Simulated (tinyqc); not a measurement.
Inside a calculation. Method: RHF in the sto-3g basis, for HF, spin multiplicity 1. One step of it, computed by the program tinyqc.

Question. Iteration 4: building the Fock matrix. J_ij = sum D_kl (ij|kl), K_ij = sum D_kl (ik|jl); F = H + J - 0.5 K; E = tr D H + tr D J / 2 - 0.25 tr D K + E_nn.

D after iteration 3, lower triangle:
```
            1F 1s      1F 2s    1F 2px    1F 2py    1F 2pz     2H 1s
1F 1s    2.117764
1F 2s   -0.497601   2.125393
1F 2px   0.000000   0.000000  2.000000
1F 2py   0.000000   0.000000  0.000000  2.000000
1F 2pz   0.069194  -0.371641  0.000000  0.000000  0.955154
2H 1s    0.001252  -0.136715  0.000000  0.000000  0.793156  0.673668
```

core Hamiltonian H = T + V (hartree), lower triangle:
```
             1F 1s       1F 2s     1F 2px     1F 2py     1F 2pz      2H 1s
1F 1s   -40.514529
1F 2s    -9.506168  -10.991686
1F 2px    0.000000    0.000000  -8.663256
1F 2py    0.000000    0.000000   0.000000  -8.663256
1F 2pz   -0.010835   -0.133502   0.000000   0.000000  -8.740409
2H 1s    -1.345512   -3.030631   0.000000   0.000000  -2.090100  -4.773869
```

Two-electron integrals (ij|kl) in chemists' order, unique and non-zero (hartree):
```
(11|11) 5.403501   (21|11) 0.841920   (21|21) 0.156299   (22|11) 1.268028
(22|21) 0.292344   (22|22) 0.926167   (31|31) 0.027998   (32|31) 0.043169
(32|32) 0.204588   (33|11) 1.264502   (33|21) 0.292403   (33|22) 0.925959
(33|33) 0.997514   (41|41) 0.027998   (42|41) 0.043169   (42|42) 0.204588
(43|43) 0.053770   (44|11) 1.264502   (44|21) 0.292403   (44|22) 0.925959
(44|33) 0.889973   (44|44) 0.997514   (51|51) 0.027998   (52|51) 0.043169
(52|52) 0.204588   (53|53) 0.053770   (54|54) 0.053770   (55|11) 1.264502
(55|21) 0.292403   (55|22) 0.925959   (55|33) 0.889973   (55|44) 0.889973
(55|55) 0.997514   (61|11) 0.119753   (61|21) 0.022052   (61|22) 0.041010
(61|33) 0.040946   (61|44) 0.040946   (61|51) 0.000903   (61|52) 0.001697
(61|55) 0.041144   (61|61) 0.003143   (62|11) 0.311946   (62|21) 0.072922
(62|22) 0.258768   (62|33) 0.254930   (62|44) 0.254930   (62|51) 0.004976
(62|52) 0.039281   (62|55) 0.266189   (62|61) 0.010446   (62|62) 0.089980
(63|31) 0.007529   (63|32) 0.045008   (63|53) 0.008211   (63|63) 0.013160
(64|41) 0.007529   (64|42) 0.045008   (64|54) 0.008211   (64|64) 0.013160
(65|11) 0.215950   (65|21) 0.051117   (65|22) 0.194156   (65|33) 0.185927
(65|44) 0.185927   (65|51) 0.010573   (65|52) 0.072861   (65|55) 0.210390
(65|61) 0.007621   (65|62) 0.082844   (65|65) 0.088873   (66|11) 0.478268
(66|21) 0.113628   (66|22) 0.465649   (66|33) 0.450103   (66|44) 0.450103
(66|51) 0.009444   (66|52) 0.105750   (66|55) 0.496232   (66|61) 0.016369
(66|62) 0.210554   (66|65) 0.225459   (66|66) 0.774606
```

nuclear repulsion = 4.40573071 hartree

Give: Coulomb J; exchange K; Fock matrix F; total energy of this density.

Answer.

Coulomb J (hartree), lower triangle:
```
          1F 1s   1F 2s  1F 2px  1F 2py  1F 2pz   2H 1s
1F 1s   20.1461
1F 2s    3.8354  9.5022
1F 2px   0.0000  0.0000  9.5085
1F 2py   0.0000  0.0000  0.0000  9.5085
1F 2pz  -0.0064  0.0300  0.0000  0.0000  9.4630
2H 1s    0.5410  2.6322  0.0000  0.0000  1.9813  4.9085
```

exchange K (hartree), lower triangle:
```
          1F 1s    1F 2s  1F 2px  1F 2py  1F 2pz   2H 1s
1F 1s   11.0742
1F 2s    1.9067   3.0747
1F 2px   0.0000   0.0000  2.6147
1F 2py   0.0000   0.0000  0.0000  2.6147
1F 2pz   0.0039  -0.1041  0.0000  0.0000  1.9927
2H 1s    0.2850   0.9221  0.0000  0.0000  0.7837  1.0865
```

Fock matrix F (hartree), lower triangle:
```
           1F 1s    1F 2s   1F 2px   1F 2py   1F 2pz    2H 1s
1F 1s   -25.9055
1F 2s    -6.6241  -3.0268
1F 2px    0.0000   0.0000  -0.4621
1F 2py    0.0000   0.0000   0.0000  -0.4621
1F 2pz   -0.0192  -0.0515   0.0000   0.0000  -0.2738
2H 1s    -0.9470  -0.8595   0.0000   0.0000  -0.5006  -0.4086
```

total energy of this density = -98.556722 hartree
